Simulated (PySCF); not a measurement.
Species: 2,2-dichloroethanol, C₂H₄Cl₂O.
Z-matrix (Å and degrees, PBE0-D3(BJ)/def2-SVP geometry), rows numbered from 1:
```
O 
C   1  1.3882
C   2  1.5200  1  111.79
Cl  3  1.7707  2  110.46  1   177.61
Cl  3  1.7901  2  109.28  1   -59.81
H   1  0.9662  2  107.29  3    60.31
H   2  1.1076  1  113.73  3  -122.57
H   2  1.1013  1  107.92  3   118.17
H   3  1.0970  2  111.62  1    57.38
```

Method: PySCF 2.14.0, PBE0-D3(BJ)/def2-SVP geometry optimisation, gas phase.

Masses are those of the commonest isotopes; rigid-rotor values at the optimised geometry. The values belong to one conformer with, in the numbering `[OH:1][CH2:2][CH:3]([Cl:4])[Cl:5]`, H–O1–C2–C3 60°, O1–C2–C3–Cl4 178°.

Problem. What are A, B and C (GHz)?

Solution. Ia = 131.29, Ib = 212.67, Ic = 329.31 u·Å²; 505379 MHz·u·Å²/I gives 3849, 2376 and 1535 MHz, that is A = 3.8495, B = 2.3763, C = 1.5347 GHz.

Problem. Classify the top.

Solution. An asymmetric top: κ = (2 × 2376 − 3849 − 1535)/(3849 − 1535) = -0.27.

Problem. Is it planar, by Δ = Ic − Ia − Ib?

Solution. Not planar: Δ = Ic − Ia − Ib = -14.65 u·Å². For a rigid frame Δ = −2 Σ m c², so Σ m c² = 7.33 u·Å² lies off the ab plane: 4.17 from hydrogen and 3.16 from heavier atoms. The atom farthest from that plane is 1.50 Å away.

Problem. List the rotational levels J(Ka,Kc) to J = 5 (cm⁻¹).

Solution. Above 0(0,0):
J = 1: 1(0,1) 0.1305, 1(1,1) 0.1796, 1(1,0) 0.2077
J = 2: 2(0,2) 0.3823, 2(1,2) 0.4124, 2(1,1) 0.4967, 2(2,1) 0.6441, 2(2,0) 0.6531
J = 3: 3(0,3) 0.7424, 3(1,3) 0.7567, 3(1,2) 0.9232, 3(2,2) 1.0354, 3(2,1) 1.0758, 3(3,1) 1.3563, 3(3,0) 1.3582
J = 4: 4(0,4) 1.2030, 4(1,4) 1.2087, 4(1,3) 1.4768, 4(2,3) 1.5501, 4(2,2) 1.6513, 4(3,2) 1.8918, 4(3,1) 1.9045, 4(4,1) 2.3226, 4(4,0) 2.3229
J = 5: 5(0,5) 1.7636, 5(1,5) 1.7656, 5(1,4) 2.1426, 5(2,4) 2.1824, 5(2,3) 2.3727, 5(3,3) 2.5604, 5(3,2) 2.6044, 5(4,2) 2.9948, 5(4,1) 2.9977, 5(5,1) 3.5451, 5(5,0) 3.5452

Problem. Predict some low-J microwave lines.

Solution. The dipole components are |μa| = 0.21 D, |μb| = 0.11 D, |μc| = 0.05 D. The squared components, which scale the intensities, stand as 1.00 : 0.27 : 0.05 (a : b : c). Some lines, for components of 0.1 D or more:

```csv
type,branch,"J(Ka,Kc)",MHz,lower level (cm⁻¹)
a,Q,"4(3,1) ← 4(3,2)",379,1.892
a,Q,"4(2,2) ← 4(2,3)",3034,1.550
b,Q,"3(2,1) ← 3(1,2)",4573,0.923
b,Q,"4(2,2) ← 4(1,3)",5230,1.477
a,R,"2(0,2) ← 1(0,1)",7551,0.130
b,Q,"4(1,3) ← 4(0,4)",8207,1.203
b,Q,"3(2,2) ← 3(1,3)",8356,0.757
b,R,"3(0,3) ← 2(1,2)",9892,0.412
b,R,"3(1,3) ← 2(0,2)",11224,0.382
a,R,"3(2,2) ← 2(2,1)",11733,0.644
b,Q,"4(4,1) ← 4(3,2)",12914,1.892
b,R,"2(2,1) ← 1(1,0)",13083,0.208
b,R,"4(1,3) ← 3(2,2)",13231,1.035
b,R,"4(0,4) ← 3(1,3)",13380,0.757
a,R,"4(0,4) ← 3(0,3)",13809,0.742
b,R,"4(1,4) ← 3(0,3)",13979,0.742
b,R,"3(2,2) ← 2(1,1)",16152,0.497
a,R,"4(3,1) ← 3(3,0)",16376,1.358
b,R,"3(3,1) ← 2(2,0)",21081,0.653
b,R,"4(3,1) ← 3(2,2)",26053,1.035
```

Problem. Estimate the classical rotational partition function at 100 K, 200 K and 298.15 K.

Solution. Point group C1, symmetry number σ = 1; q = (√π/σ)·√((kT/h)³/(ABC)), k/h = 20836.6 MHz/K: 45000 at 100 K, 127000 at 200 K, 232000 at 298.15 K.

Stationary, but not proved a minimum. Constants of a rigid frame at the computed geometry: no zero-point averaging, no centrifugal distortion. Quadrupole hyperfine structure (35Cl) is left out.
